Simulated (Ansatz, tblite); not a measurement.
Cost and result up the ladder for O3 (the lowest singlet isomer of a short search) (3 atoms). The state is a singlet with charge 0. Geometry: PBE-D4/def2-TZVP.

```xyz
3

O    -1.0672   -0.2998    0.1164
O    -0.0391    0.4277   -0.0719
O     1.1063   -0.1279   -0.0445
```

Ansatz on 2 threads of Intel Xeon 6975P-C on a shared host; xTB runs through tblite on one thread. Times are rough, summed over both states, and most runs start from the orbitals of an earlier one. RPA@PBE/def2-TZVP serves as the yardstick here, not as an exact answer. The other state is a triplet at its own geometry.

The xTB rows come from tblite. Correlated methods freeze 3 core orbitals. The structure holds 2 bonds between oxygen atoms, so isomers without such links may lie far lower. At PBE0-D4/def2-TZVP a broken-symmetry singlet of charge 0 lies 1.14 eV below the triplet, each at its own geometry. The structure comes from a short search, and lower isomers may exist.

Run but left out: HF/STO-3G (singlet: restricted singlet, unstable in another Hartree–Fock run and untested here); HF/def2-TZVP, HF/def2-QZVPP, r2SCAN-D4/def2-TZVP, PBE0-D4/def2-TZVP, B2PLYP/def2-TZVP, PBE-QIDH/def2-TZVP, MP2/def2-TZVP, MP2/def2-QZVPP (singlet: restricted singlet, unstable towards broken spin symmetry); HF/def2-TZVPP, MP2/def2-TZVPP, CCSD/def2-TZVPP, CCSD(T)/def2-TZVPP (flagged by the program: large difference); revPBE-D4/def2-TZVP, BLYP-D4/def2-TZVP, B97M-V/def2-TZVP, r2SCANh-D4/def2-TZVP, HSE06-D4/def2-TZVP, BHLYP-D4/def2-TZVP, CAM-B3LYP-D4/def2-TZVP, ωB97X-V/def2-TZVP, ωB97M-V/def2-TZVP (singlet: restricted singlet, unstable towards broken spin symmetry at other levels and untested here).

Correlated methods converge slowly with the basis.

xTB has no spin-polarisation term.

| level | functions | triplet − singlet (eV) | difference from RPA@PBE/def2-TZVP (eV) |
| --- | --- | --- | --- |
| GFN2-xTB | 12 | 1.92 | 0.73 |
| PBE-D4/def2-TZVP (with forces) | 93 | 1.08 | -0.11 |
| GFN1-xTB | 12 | 1.99 | 0.80 |
| RPA@PBE/def2-TZVP | 93 | 1.19 | 0.00 |

**Question.** Estimate how long each takes.

**Answer.** GFN2-xTB 0.002 s; GFN1-xTB 0.003 s; PBE-D4/def2-TZVP (with forces) 0.9 s; RPA@PBE/def2-TZVP 1.6 s. On shared hardware such times vary by a factor of up to 3.
